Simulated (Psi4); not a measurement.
Psi4 input (wB97X-D/6-311+G**):

```
memory 1500 MB

molecule {
-1 1
Cl    0.00000000    0.00000000    0.00000000
symmetry c1
no_reorient
no_com
}

set {
  basis 6-311+G**
  reference rks
  scf_type pk
  dft_radial_points 99
  dft_spherical_points 590
  e_convergence 1e-8
  d_convergence 1e-7
  maxiter 150
}

e = energy('wb97x-d')
print_out(f'\nFINAL {e:.10f} DIPOLE {variable("CURRENT DIPOLE")[0]:.6f} {variable("CURRENT DIPOLE")[1]:.6f} {variable("CURRENT DIPOLE")[2]:.6f}\n')
```

### Question
What final total energy does it give?

### Answer
-460.28227 Eh.
